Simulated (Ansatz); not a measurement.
Rock-salt ZrC was calculated with LDA in Ansatz (PAW).

Run with plane-wave cutoff 500 eV, 14×14×14 k mesh, Fermi–Dirac smearing 0.05 eV, scalar-relativistic PAW data made under PBE.

Computed at the level's own relaxed cell.

Q: Estimate the equilibrium volume per atom and equilibrium lattice constant a that the calculation returns.

A: 
equilibrium volume per atom: 12.50 Å³/atom
equilibrium lattice constant a: 4.642 Å

Measured, for comparison: equilibrium volume per atom 12.95 Å³/atom, lattice constant a 4.696 Å (temperature not stated, not corrected to a static lattice; as tabulated in Zhang et al. (2018), doi:10.1088/1367-2630/aac7f0). Computed (rounded) less measured: equilibrium volume per atom -3.5 %, lattice constant a -1.1 %. A static lattice is as a rule a little smaller and stiffer than an uncorrected measurement, which narrows the difference in the lattice constant a and would widen misses of the other sign.

Computed values are for the static lattice.

Computing time: about 14 core-seconds (a rough figure).

Ansatz is a program for electronic structure.
